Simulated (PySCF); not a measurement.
butadiene cation (C4H6), SMILES C=CC=C (connectivity only; charge and spin as stated), charge +1, multiplicity 2. Atoms are numbered in the order given.

```xyz
10

C      0.1047    -1.8538     0.0000
C     -0.4160    -0.5671     0.0000
C      0.4160     0.5671     0.0000
C     -0.1047     1.8538     0.0000
H      1.1866    -2.0267     0.0000
H     -0.5520    -2.7294     0.0000
H     -1.5036    -0.4301     0.0000
H      1.5036     0.4301     0.0000
H      0.5520     2.7294     0.0000
H     -1.1866     2.0267     0.0000
```
Charge +1, spin multiplicity 2.

Geometry optimised at PBE0-D3(BJ)/def2-SVP. The multiplicity is an assumed one; other spin states were not compared. Other conformers were not sampled.

Method: PBE/def2-TZVP (PySCF).

ESP charges are fitted to the potential on shells at 1.4 to 2.0 van der Waals radii. Atomic charges (e):

```json
[
 {"atom": "C1", "ESP fit": "[?]", "Löwdin": "0.07", "Mulliken spin": "0.46"},
 {"atom": "C2", "ESP fit": "[?]", "Löwdin": "-0.07", "Mulliken spin": "0.08"},
 {"atom": "C3", "ESP fit": "[?]", "Löwdin": "-0.07", "Mulliken spin": "0.08"},
 {"atom": "C4", "ESP fit": "[?]", "Löwdin": "0.07", "Mulliken spin": "0.46"},
 {"atom": "H5", "ESP fit": "[?]", "Löwdin": "0.16", "Mulliken spin": "-0.02"},
 {"atom": "H6", "ESP fit": "[?]", "Löwdin": "0.16", "Mulliken spin": "-0.02"},
 {"atom": "H7", "ESP fit": "[?]", "Löwdin": "0.18", "Mulliken spin": "0.00"},
 {"atom": "H8", "ESP fit": "[?]", "Löwdin": "0.18", "Mulliken spin": "0.00"},
 {"atom": "H9", "ESP fit": "[?]", "Löwdin": "0.16", "Mulliken spin": "-0.02"},
 {"atom": "H10", "ESP fit": "[?]", "Löwdin": "0.16", "Mulliken spin": "-0.02"}
]
```

Task: What belongs in the gaps? (An estimate is asked for; the answer gives what the named calculation found.)

Result: 
- C1, ESP fit: -0.09
- C2, ESP fit: 0.03
- C3, ESP fit: 0.03
- C4, ESP fit: -0.09
- H5, ESP fit: 0.19
- H6, ESP fit: 0.21
- H7, ESP fit: 0.16
- H8, ESP fit: 0.16
- H9, ESP fit: 0.21
- H10, ESP fit: 0.19

Computed Mayer and Wiberg (Löwdin basis) orders of the bonds:
| bond | Mayer | Wiberg |
|---|---|---|
| C1–C2 | 1.46 | 1.75 |
| C2–C3 | 1.32 | 1.54 |
| C3–C4 | 1.46 | 1.75 |
| C1–H5 | 0.94 | 0.88 |
| C1–H6 | 0.93 | 0.89 |
| C2–H7 | 0.92 | 0.81 |
| C3–H8 | 0.92 | 0.81 |
| C4–H9 | 0.93 | 0.89 |
| C4–H10 | 0.94 | 0.88 |
